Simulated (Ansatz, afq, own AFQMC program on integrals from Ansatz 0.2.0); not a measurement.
BH$_{2}$, doublet in def2-SVP, levels against full CI

```xyz
3

B    -0.4813    0.4537    1.9605
H    -0.8558    1.5825    2.1540
H    -0.3932   -0.4604    2.7403
```

Basis def2-SVP. Only valence electrons are correlated. Integrals, coupled cluster, full CI and functionals: Ansatz 0.2.0; the random walks run on the same integrals in our own AFQMC program. The CISD trial takes its coefficients from CCSD amplitudes. Released means that phaseless walkers are propagated on without the constraint, phases kept. ± is one standard error of the sampling.

Determinant: UHF, the one that the program's search chose, which needn't be the lowest solution. The geometry is a PBE0/def2-SVP stationary point of this or a neighbouring charge and spin state.

Full CI on the same integrals is exact in this basis and with this determinant's frozen core.

Cautions: the released energies have errors that jump between times, so the bars are unsure, so no released level is given (meV from the phaseless value at times in 1/Eh: -1.2 ± 0.8 at 0.24, 34 ± 35 at 0.51, -1.6 ± 0.5 at 0.99, -1.8 ± 0.4 at 1.62, 0.5 ± 1.8 at 2.40), though the last usable value meets full CI within the noise.

```
T1 diagnostic                               : 0.0075
weight of the determinant in the CISD state : 0.955
⟨S²⟩ of the determinant                     : 0.753
size of the correlated space                : 5 electrons in 23 orbitals
```

```csv
level,correlation energy (eV)
MP2,-1.8110
CCSD,-2.3262
CCSD(T),-2.3589
```

(1) Estimate where phaseless AFQMC with a CISD trial lies against CCSD(T) on the same integrals.

(1) 0.30 ± 0.02 mEh below CCSD(T).

Reference: full CI, correlation energy -2.369 eV.

```csv
level,E − E(reference) (mEh),share of correlation (%)
CCSD(T),0.38,99.56
CCSDT,0.02,99.98
CCSDT(Q),0.00,100.00
CCSDTQ,0.00,100.00
ph-AFQMC/CISD,0.08 ± 0.02,99.90
```

CCSDT and higher add their correlation energy to the determinant of the CCSD(T) run, since their own runs factorise the integrals more tightly (a shift of under 2 meV). A walk keeps the symmetry of its determinant, which the program's search chose and which needn't be the lowest solution, so a lower state of the same spin and another symmetry isn't excluded.
